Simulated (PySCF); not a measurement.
P₂.
SMILES: `P#P`

All values: B3LYP/def2-SVPD (PySCF, non-relativistic), on one gas-phase PBE0-D3(BJ)/def2-SVP geometry that isn't relaxed in the solvent. The solvent is an IEF-PCM continuum (cavity from Bondi-type radii × 1.2), and excitations are vertical TDDFT with non-equilibrium linear response and a frozen core. The model holds no explicit solvent molecules, cavitation or dispersion.

Gas-phase singlets (H = HOMO, L = LUMO):

| state | E (eV) | λ (nm) | f | leading configuration |
| --- | --- | --- | --- | --- |
| S1 | 3.585 | 346 | 0.000 | H→L 42% |
| S2 | 3.927 | 316 | 0.000 | H-1→L+1 28% |
| S3 | 3.927 | 316 | 0.000 | H→L+1 28% |
| S4 | 4.373 | 284 | 0.000 | H-2→L 98% |
| S5 | 4.373 | 284 | 0.000 | H-2→L+1 98% |

Q: How does the list change in benzene (ε = 2.271)?

A: 
| state | E (eV) | λ (nm) | f | leading configuration | change by rank (eV) |
| --- | --- | --- | --- | --- | --- |
| S1 | 3.593 | 345 | 0.000 | H→L 44% | +0.008 |
| S2 | 3.893 | 318 | 0.000 | H→L+1 44% | -0.034 |
| S3 | 3.893 | 318 | 0.000 | H-1→L+1 44% | -0.034 |
| S4 | 4.305 | 288 | 0.000 | H-2→L 95% | -0.068 |
| S5 | 4.305 | 288 | 0.000 | H-2→L+1 95% | -0.068 |

Q: Give the list for acetone (ε = 20.49), n² = 1.85.

A: 
```json
{"state": "S1", "E (eV)": "3.604", "λ (nm)": "344", "f": "0.000", "leading configuration": "H→L 49%", "change by rank (eV)": "+0.019"}
{"state": "S2", "E (eV)": "3.913", "λ (nm)": "317", "f": "0.000", "leading configuration": "H-1→L 46%", "change by rank (eV)": "-0.014"}
{"state": "S3", "E (eV)": "3.913", "λ (nm)": "317", "f": "0.000", "leading configuration": "H-1→L+1 46%", "change by rank (eV)": "-0.014"}
{"state": "S4", "E (eV)": "4.322", "λ (nm)": "287", "f": "0.000", "leading configuration": "H-2→L 99%", "change by rank (eV)": "-0.051"}
{"state": "S5", "E (eV)": "4.323", "λ (nm)": "287", "f": "0.000", "leading configuration": "H-2→L+1 99%", "change by rank (eV)": "-0.050"}
```

Q: How do the frontier levels move from gas to acetone?

A: 
| orbital | gas (eV) | solvent (eV) | change (eV) |
| --- | --- | --- | --- |
| LUMO+2 | 1.13 | 1.22 | +0.09 |
| LUMO+1 | -2.60 | -2.48 | +0.12 |
| LUMO | -2.60 | -2.48 | +0.12 |
| HOMO | -7.74 | -7.63 | +0.11 |
| HOMO-1 | -7.74 | -7.63 | +0.11 |
| HOMO-2 | -8.04 | -7.92 | +0.12 |
| HOMO-3 | -12.55 | -12.43 | +0.12 |

The HOMO–LUMO gap goes from 5.14 to 5.16 eV.
